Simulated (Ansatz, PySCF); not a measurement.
System: C2H5O, net charge -1, singlet state. It need not be the lowest isomer of its formula. Whether it binds its extra electron was not tested at this geometry. 
Structure (B3LYP-D3(BJ)/def2-TZVP (Ansatz, a quantum-chemistry and plane-wave program) minimum search):
```xyz
8

C      1.3125    -0.4073    -0.0158
C      0.2123     0.4917    -0.0015
O     -1.3100    -0.1701     0.0147
H     -1.9084     0.5947     0.0230
H      0.1586     1.1153     0.8995
H      0.1380     1.1185    -0.8988
H      1.4819    -0.9885     0.8931
H      1.4609    -0.9852    -0.9305
```
Charge -1, spin multiplicity 1.

Total electronic energies in hartree. Cores are frozen in the correlated levels unless marked. Spin-orbit coupling is left out. Non-relativistic unless marked X2C. CBS(X,Y): correlation extrapolated as X^-3; Hartree-Fock from the larger set. The bracket is a focal-point correction in the basis named.

| level | program | energy (Eh) |
|---|---|---|
| HF/STO-3G | Ansatz | -151.24705 |
| HF/cc-pwCVTZ | Ansatz | -153.44419 |
| HF-D4/def2-TZVPD | PySCF + dftd4 | -153.47650 |
| r2SCAN/def2-TZVPD | Ansatz | -154.35299 |
| r2SCAN-D3(BJ)/def2-TZVPD | Ansatz + dftd3 | -154.35394 |
| B3LYP-D4/def2-TZVPD | Ansatz + dftd4 | -154.46011 |
| HSE06-D3(BJ)/def2-TZVPD | Ansatz + dftd3 | -154.25243 |
| RPA@PBE/cc-pVTZ | Ansatz | -154.41357 |
| MP2/aug-cc-pVTZ | Ansatz | -154.10211 |
| CCSD/cc-pVDZ | Ansatz | -153.90980 |
| CCSD(T)/6-31G | Ansatz | -153.65935 |
| CCSD(T)/cc-pVDZ | PySCF | -153.92512 |
| CCSD(T)/cc-pwCVTZ | Ansatz | -154.12387 |
| X2C-CCSD(T)/cc-pVTZ-DK | Ansatz | -154.19583 |
| RI-MP2/CBS(aug-cc-pVTZ,aug-cc-pVQZ)+[CCSD(T)-MP2]/aug-cc-pVTZ | Ansatz | -154.2188 |

Totals of different functionals don't rank their quality; only differences between species are comparable.
